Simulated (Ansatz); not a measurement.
# C₂H₃F₃S: one species, many methods

One table from this session's results is given with a row withheld; the runs are named, their logs left out.

Program: Ansatz 0.2.0, Gaussian basis. Level of theory: functionals in def2-TZVPP, the program's frozen cores in correlated methods. These are calculated values, not measurements.

Plan: LDA (SPW92), PBE-D4, revPBE-D4, BLYP-D4, r2SCAN-D4, B97M-V, PBE0-D4, B3LYP-D4, r2SCANh-D4, r2SCAN0-D4, HSE06-D4, BHLYP-D4, CAM-B3LYP-D4, LC-ωPBE, ωB97X-V, ωB97M-V, B2PLYP, PBE-QIDH; CCSD(T)/def2-SVP; CCSD(T)/def2-TZVPP; MP2/def2-QZVPP; extrapolation to the limit; RPA on PBE.

### The geometry

An earlier PBE0-D4 in a triple-zeta def2 set relaxation fixed the geometry.

SMILES `CSC(F)(F)F`, 9 atoms, charge 0, spin multiplicity 1.

Atoms are counted from 1 here; the program's logs count them from 0.

Bond lengths: C1–S2 1.799 Å, C1–H7 1.090 Å, C1–H8 1.089 Å, C1–H9 1.089 Å, S2–C3 1.797 Å, C3–F4 1.338 Å, C3–F5 1.331 Å, C3–F6 1.338 Å. Angles: S2–C1–H7 105.7°, S2–C1–H8 111.0°, S2–C1–H9 111.0°, H7–C1–H8 109.1°, H7–C1–H9 109.1°, H8–C1–H9 110.8°, C1–S2–C3 98.4°, S2–C3–F4 112.9°, S2–C3–F5 108.3°, S2–C3–F6 112.9°, F4–C3–F5 108.0°, F4–C3–F6 106.4°, F5–C3–F6 108.0°.

Set-up of the first run:

File in.yaml:

```yaml
crystal:
  periodic: [false, false, false]
  atoms:
    - {symbol: C, position_ang: [-0.264557, -1.100088, 0.810138]}
    - {symbol: S, position_ang: [1.180656, -0.334511, 0.060101]}
    - {symbol: C, position_ang: [0.352418, 1.022751, -0.776842]}
    - {symbol: F, position_ang: [-0.550054, 0.609373, -1.673643]}
    - {symbol: F, position_ang: [1.270569, 1.742003, -1.418169]}
    - {symbol: F, position_ang: [-0.296527, 1.835610, 0.064455]}
    - {symbol: H, position_ang: [0.112472, -1.958337, 1.366302]}
    - {symbol: H, position_ang: [-0.961941, -1.447420, 0.049246]}
    - {symbol: H, position_ang: [-0.754434, -0.415783, 1.501312]}
basis:
  gaussian: {orbitals: def2-TZVPP}
hamiltonian: {xc: lda}
output: {orbitals: {seedname: orbitals}}
```

On the command line:

```bash
> ansatz run in.yaml --threads 4 --pin off --events-out ev --progress --plain --max-ram 10444MiB
```

Among the steps run: LDA; PBE-D4 (GGA); revPBE-D4 (GGA); BLYP-D4 (GGA); r2SCAN-D4 (meta-GGA); B97M-V (meta-GGA); PBE0-D4 (hybrid); B3LYP-D4 (hybrid); r2SCANh-D4 (hybrid); r2SCAN0-D4 (hybrid); HSE06-D4 (hybrid); BHLYP-D4 (hybrid); CAM-B3LYP-D4 (range-separated); LC-ωPBE (range-separated); ωB97X-V (range-separated); ωB97M-V (range-separated); B2PLYP (double hybrid); PBE-QIDH (double hybrid).

One of the session's tables, all rows but one given; the rest of the session is left out.

It belongs to the step «Orbital energies across the functionals». 

| functional | HOMO (eV) | gap (eV) |
| --- | --- | --- |
| LDA (SPW92) | -6.31 | 5.17 |
| PBE-D4 | -6.17 | 5.26 |
| revPBE-D4 | -6.12 | 5.31 |
| BLYP-D4 | -6.05 | 5.22 |
| r2SCAN-D4 | -6.47 | 5.82 |
| B97M-V | -6.56 | 5.92 |
| PBE0-D4 | -7.51 | 7.60 |
| B3LYP-D4 | -7.28 | 7.08 |
| r2SCANh-D4 | -6.96 | 6.68 |
| r2SCAN0-D4 | -7.70 | 7.96 |
| HSE06-D4 | -7.11 | 6.81 |
| BHLYP-D4 | -8.74 | 9.79 |
| CAM-B3LYP-D4 | -8.92 | 10.06 |
| LC-ωPBE | -10.32 | 12.77 |
| ωB97X-V | -9.94 | 12.23 |
| ωB97M-V | ? | ? |

Q: Estimate the row for ωB97M-V from the others.

As computed: HOMO (eV): -9.77; gap (eV): 11.82. In the column «HOMO (eV)» it lies between ωB97X-V (-9.94) and CAM-B3LYP-D4 (-8.92).
